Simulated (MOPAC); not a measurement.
MOPAC input (PM6):

```
PM6 1SCF UHF MS=0.5 GEO-OK AUX(PRECISION=9) THREADS=1
C2H

C    -0.00000000 1   -0.00000000 1   -0.47198407 1
C     0.00000000 1    0.00000000 1    0.72801579 1
H    -0.00000000 1   -0.00000000 1   -1.53619029 1
```

Output:

```
 *******************************************************************************
 **                                                                           **
 **                              MOPAC v23.2.5                                **
 **                                                                           **
 *******************************************************************************
 ** MOPAC's Digital Object Identifier: https://doi.org/10.5281/zenodo.6511958 **
 **                                                                           **
 ** Please cite the open-source release paper for use of this MOPAC version:  **
 ** J. E. Moussa and J. J. P. Stewart (2026)                                  **
 ** MOPAC: An open-source semiempirical molecular orbital program             **
 ** J. Open Source Softw., 11(119), 8025, https://doi.org/10.21105/joss.08025 **
 *******************************************************************************

                              PM6 CALCULATION RESULTS

 *******************************************************************************
 *  PM6        - The PM6 Hamiltonian to be used
 *  GEO-OK     - OVERRIDE INTERATOMIC DISTANCE AND OTHER SAFETY CHECKS
 *  UHF        - UNRESTRICTED HARTREE-FOCK CALCULATION
 *  MS=        - IN MECI, MAGNETIC COMPONENT OF SPIN =  0.5
 *  1SCF       - DO 1 SCF AND THEN STOP
 *  AUX        - OUTPUT AUXILIARY INFORMATION
 *******************************************************************************
PM6 1SCF UHF MS=0.5 GEO-OK AUX(PRECISION=9) THREADS=1
 C2H

   ATOM   CHEMICAL          X               Y               Z
  NUMBER   SYMBOL      (ANGSTROMS)     (ANGSTROMS)     (ANGSTROMS)

     1       C         -0.00000000  *  -0.00000000  *  -0.47198407  *
     2       C          0.00000000  *   0.00000000  *   0.72801579  *
     3       H         -0.00000000  *  -0.00000000  *  -1.53619029  *

          CARTESIAN COORDINATES

    NO.       ATOM           X           Y           Z

     1         C         -0.0000     -0.0000     -0.4720
     2         C          0.0000      0.0000      0.7280
     3         H         -0.0000     -0.0000     -1.5362

 General Reference for PM6:
 "Optimization of Parameters for Semiempirical Methods V: Modification of NDDO Approximations
 and Application to 70 Elements", J. J. P. Stewart, J. Mol. Mod., 13, 1173-1213 (2007)
 URL: https://link.springer.com/article/10.1007/s00894-007-0233-4

           Empirical Formula: C2 H  =     3 atoms

      MOLECULAR POINT GROUP   :   C*v

          UHF CALCULATION, NO. OF ALPHA ELECTRONS =    5
                           NO. OF BETA  ELECTRONS =    4

 -------------------------------------------------------------------------------
 PM6 1SCF UHF MS=0.5 GEO-OK AUX(PRECISION=9) THREADS=1
 C2H

     1SCF WAS SPECIFIED, SO BFGS WAS NOT USED
     SCF FIELD WAS ACHIEVED

                              PM6 CALCULATION
                                                       MOPAC v23.2.5 Linux

          FINAL HEAT OF FORMATION =        137.99661 KCAL/MOL =     577.37783 KJ/MOL

          COSMO AREA              =         66.07 SQUARE ANGSTROMS
          COSMO VOLUME            =         48.75 CUBIC ANGSTROMS

          IONIZATION POTENTIAL    =         11.582706 EV
          ALPHA SOMO LUMO (EV)    =        -11.843  1.423
          BETA  SOMO LUMO (EV)    =        -11.583 -1.399
          NO. OF ALPHA ELECTRONS  =          5
          NO. OF BETA  ELECTRONS  =          4
          MOLECULAR WEIGHT        =         25.0299         POINT GROUP:  C*v

          MOLECULAR DIMENSIONS (Angstroms)

            Atom       Atom       Distance
            H     3    C     2     2.26421
            H     3    C     2     0.00000
            C     1    C     2     0.00000

          SCF CALCULATIONS        =          1

   ATOM   CHEMICAL          X               Y               Z
  NUMBER   SYMBOL      (ANGSTROMS)     (ANGSTROMS)     (ANGSTROMS)

     1       C         -0.00000000  *  -0.00000000  *  -0.47198407  *
     2       C          0.00000000  *   0.00000000  *   0.72801579  *
     3       H         -0.00000000  *  -0.00000000  *  -1.53619029  *

                             CARTESIAN COORDINATES

   1    C       -0.000000000    -0.000000000    -0.471984070
   2    C        0.000000000     0.000000000     0.728015790
   3    H       -0.000000000    -0.000000000    -1.536190290

           Empirical Formula: C2 H  =     3 atoms

      MOLECULAR POINT GROUP   :   C*v

          ALPHA EIGENVALUES
 -26.48763 -18.67737 -12.78746 -11.84337 -11.84337   1.42315   1.42315   5.52700
   6.52395

           BETA EIGENVALUES
 -26.18786 -17.99538 -11.58271 -11.58271  -1.39947   1.79751   1.79751   5.65247
   6.58398

              NET ATOMIC CHARGES AND DIPOLE CONTRIBUTIONS

  ATOM NO.   TYPE          CHARGE      No. of ELECS.   s-Pop       p-Pop
    1          C          -0.336564        4.3366     1.16689     3.16967
    2          C           0.102524        3.8975     1.24479     2.65269
    3          H           0.234040        0.7660     0.76596
 DIPOLE           X         Y         Z       TOTAL
 POINT-CHG.     0.000     0.000    -0.605     0.605
 HYBRID        -0.000    -0.000     0.239     0.239
 SUM           -0.000    -0.000    -0.366     0.366

          ATOMIC ORBITAL ELECTRON POPULATIONS

     Atom    s        px        py        pz
    1  C   1.16689   1.07200   1.07200   1.02566
    2  C   1.24479   0.92800   0.92800   0.79669
    3  H   0.76596

                    (SZ)    =    0.500000
                    (S**2)  =    0.802250

          ATOMIC ORBITAL SPIN POPULATIONS

    Atom   Total    s     px     py     pz
         Atomic
    1  C -0.3005 -0.008 -0.160 -0.160  0.027
    2  C  1.2448  0.358  0.160  0.160  0.568
    3  H  0.0557  0.056

 **********************
 *                    *
 * JOB ENDED NORMALLY *
 *                    *
 **********************

 == MOPAC DONE ==
```

The geometry given is a B3LYP-D3(BJ)/def2-TZVP minimum.
